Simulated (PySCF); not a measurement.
Molecule (SMILES): C (CH4).
Geometry (B3LYP-D3(BJ)/def2-TZVP, fixed):
```xyz
5

C      0.0000     0.0000     0.0000
H      0.6205     0.6269     0.6390
H     -0.6429    -0.6249     0.6185
H      0.6369    -0.6328    -0.6166
H     -0.6146     0.6308    -0.6409
```
Charge 0, spin multiplicity 1.

Basis-set convergence of the isotropic shielding of C1 at PBE with PySCF. GIAO, no density fitting; atoms are numbered in the order shown. All functions are spherical. No added dispersion term, no relativity. Reference: the value in pcseg-3, 190.18 ppm, itself unsure by roughly 0.90 ppm (its distance from pcSseg-2). Deviations are taken from unrounded values.

| basis | functions | isotropic shielding of C1 (ppm) |
|---|---|---|
| 6-31G* | 22 | 195.75 |
| 6-31+G* | 26 | 199.20 |
| cc-pVDZ | 34 | 199.94 |
| aug-cc-pVDZ | 59 | 199.73 |
| def2-SVP | 34 | 196.89 |
| def2-SVPD | 52 | 195.43 |
| pcseg-1 | 34 | 197.24 |
| aug-pcseg-1 | 59 | 196.22 |
| 6-311G** | 42 | 193.21 |
| 6-311+G** | 46 | 192.84 |
| def2-TZVP | 55 | 192.55 |
| def2-TZVPD | 73 | 192.69 |
| cc-pVTZ | 86 | 192.80 |
| aug-cc-pVTZ | 138 | 193.29 |
| pcseg-2 | 86 | 191.45 |
| aug-pcseg-2 | 138 | 191.67 |
| def2-TZVPP | 87 | 192.68 |
| def2-TZVPPD | 105 | 192.70 |
| def2-QZVPP | 177 | 191.15 |
| def2-QZVPPD | 195 | 191.02 |

What the diffuse functions change, pair by pair:
- 6-31G* to 6-31+G*: 4 more functions, deviation 5.56 to 9.02 ppm
- cc-pVDZ to aug-cc-pVDZ: 25 more functions, deviation 9.75 to 9.54 ppm
- def2-SVP to def2-SVPD: 18 more functions, deviation 6.71 to 5.25 ppm
- pcseg-1 to aug-pcseg-1: 25 more functions, deviation 7.06 to 6.03 ppm
- 6-311G** to 6-311+G**: 4 more functions, deviation 3.03 to 2.66 ppm
- def2-TZVP to def2-TZVPD: 18 more functions, deviation 2.37 to 2.51 ppm
- cc-pVTZ to aug-cc-pVTZ: 52 more functions, deviation 2.62 to 3.11 ppm
- pcseg-2 to aug-pcseg-2: 52 more functions, deviation 1.27 to 1.49 ppm
- def2-TZVPP to def2-TZVPPD: 18 more functions, deviation 2.50 to 2.52 ppm
- def2-QZVPP to def2-QZVPPD: 18 more functions, deviation 0.97 to 0.84 ppm

They bring the value nearer the reference by more than 0.90 ppm in 2 of 10 pairs.
